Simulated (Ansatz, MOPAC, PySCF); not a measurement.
Reaction (SMILES): C(C)F -> [CH2]C (C2H5) + F atom (the C-F bond breaks)

Wanted: bond dissociation energy (enthalpy at 298 K), in kcal/mol. Conventions: dispersion terms only where a functional's name holds one; open shells spin-unrestricted; LANL2DZ all-electron up to Ne; 6-311+G** with 5d; valence correlation only; non-relativistic; no spin-orbit coupling; six Cartesian d functions in 6-31G* and its kin unless marked 5d. CBS marks a two-point X^-3 extrapolation of the correlation energy; Hartree-Fock from the larger set. The bracket is a focal-point correction in the basis named. First-principles rows: single points at B3LYP-D3(BJ) geometries (Ansatz, a quantum-chemistry and plane-wave program), with unscaled harmonic terms from B3LYP/6-31G* (Ansatz) at its own minima. Semi-empirical rows: MOPAC heats of formation at their own minima for 298 K.

Measured values: Active Thermochemical Tables 1.112 (ions: stationary electron), as tabulated in the package chemicals; G2/97 table in ASE (Curtiss et al.); they hold spin-orbit and core effects, anharmonicity. 

Value to compare with, the measured value: 113.0 kcal/mol.

```
level                                                                 program  bond dissociation energy (enthalpy at 298 K) (kcal/mol)  error
-------------------------------------------------------------  --------------  -------------------------------------------------------  -----
PM6                                                                     MOPAC                                                     96.8  -16.2
B3LYP/LANL2DZ                                                          Ansatz                                                     97.1  -15.9
B3LYP/def2-SVP                                                         Ansatz                                                    111.2   -1.8
M06-2X/6-311+G**                                                        PySCF                                                    111.3   -1.7
MP2/LANL2DZ                                                            Ansatz                                                     89.4  -23.6
B3PW91/6-31G* (5d)                                                      PySCF                                                    110.0   -3.0
B3LYP/def2-TZVPD                                                       Ansatz                                                    109.2   -3.8
B2PLYP-D3(BJ)/def2-TZVPD                                       Ansatz + dftd3                                                    111.0   -2.0
RI-MP2/CBS(aug-cc-pVTZ,aug-cc-pVQZ)+[CCSD(T)-MP2]/aug-cc-pVTZ          Ansatz                                                    113.9    0.9
```

Among the 6 habitual levels, MP2/LANL2DZ lies farthest from the measured value (-23.6 kcal/mol); 0 of 6 lie above it, and their mean absolute error is 10.4 kcal/mol, the median 9.4. One case shows no general order.

The levels are drawn from those run, B3LYP/6-31G* more often than the rest, none by its result; left out are runs that failed, that the program found above a lower state of the same kind, or whose <S^2> lies over 0.5 above the pure value.
